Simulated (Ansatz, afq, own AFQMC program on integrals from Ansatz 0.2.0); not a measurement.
Integrals from Ansatz 0.2.0, then the random walk in our own AFQMC program (afq).

```yaml
crystal:
  periodic: [false, false, false]
  atoms:
    - {symbol: O, position_ang: [0.000000, 0.000000, 0.772050]}
    - {symbol: C, position_ang: [0.000000, 0.000000, -0.806950]}
    - {symbol: H, position_ang: [0.000000, -0.956723, -1.319672]}
    - {symbol: H, position_ang: [0.000000, 0.956723, -1.319672]}
basis:
  gaussian: {orbitals: cc-pVDZ}
magnetization: {spin_polarized: true, initial_magnetization: 2}
correlation: {method: ccsd_t, electrons: outside_noble_gas, hamiltonian_folder: ham}
```

```sh
$ ansatz run in.yaml --threads 1 --pin off --events-out ev --progress --plain --max-ram 1382MiB
```

afq runs on the folder ham with

```
--method phaseless --trial cisd --walkers 60 --populations 1 --least-time 40 --time-step 0.005 --steps-per-block 50 --equilibration-blocks 28 --max-blocks 300 --target-error 0.00042 --factor-cut 1e-05 --start spin_pure --seed 5980 --release-times 0.24,0.51,0.99,1.62,2.4 --release-step 0.03 --release-every 4 --taylor-order 6
```

Times are imaginary, in 1/Eh. The walk had a cap of 1252 s.

Output of the walk:

```
orbitals 36  electrons 7 5  factors 271 of 344
reference energy -113.76970382 Eh
CCSD correlation -0.29370843 Eh in 12 cycles, weight of the determinant in the CISD state 0.8882
energy of the start -114.062855 Eh
 block  time / (1/Eh)  mean weight  energy / Eh
     1     0.250  1.0001  -114.059831
     2     0.500  1.0022  -114.062718
     3     0.750  0.9949  -114.063913
     4     1.000  0.9982  -114.065124
     5     1.250  1.0000  -114.066940
     8     2.000  1.0021  -114.070937
    17     4.250  0.9994  -114.076491
    41    10.250  0.9966  -114.072941
    65    16.250  0.9981  -114.072262
    89    22.250  0.9980  -114.078813
   113    28.250  1.0003  -114.067687
   137    34.250  1.0015  -114.072115
   161    40.250  1.0032  -114.071181
   185    46.250  1.0010  -114.075099
   209    52.250  0.9949  -114.070356
   233    58.250  1.0012  -114.079653
   257    64.250  1.0008  -114.067195
   273    68.250  0.9966  -114.065213
   281    70.250  0.9997  -114.074235
   289    72.250  0.9978  -114.082683
   305    76.250  0.9973  -114.072075
   321    80.250  1.0009  -114.069244
blocks merged  error / Eh  count
     1  0.000344  300
     2  0.000399  150
     4  0.000423  75
     8  0.000488  37
    16  0.000541  18
    32  0.000438  9
released: time / (1/Eh)  energy / Eh  error  mean overlap
  0.24  -114.072911  0.000488  1.0013
  0.51  -114.072837  0.000560  0.9970
  0.99  -114.072797  0.000514  0.9913
  1.62  -114.073269  0.000788  0.9711
  2.40  -114.072414  0.000800  0.9626
energy -114.073084 +/- 0.000541 Eh
(rows thinned)
```

The run passed its tests (sampling time, drift between the halves within three errors, error under three times the target), which doesn't prove that it has relaxed.

Against this walk (error 14.7 meV) on the same determinant: CCSD(T) 60.1 meV higher, CCSDT(Q) 10.9 meV higher (within the noise). The error is statistical and leaves out the bias of the constraint. Released to 2.40 1/Eh the energy moves by 18 ± 26 meV (both errors), within twice the noise.

Cautions: constraint bias not in the error; error above the target (14.7 against 11.4 meV); lower spins were not checked.

The walk took 6.7 min on 1 thread of Arm Neoverse V2, on a shared host. The log's last line is the phaseless energy.

CCSDT and higher add their correlation energy to the determinant of the CCSD(T) run, since their own runs factorise the integrals more tightly (a shift of under 2 meV). A walk keeps the symmetry of its determinant, which the program's search chose and which needn't be the lowest solution, so a lower state of the same spin and another symmetry isn't excluded.
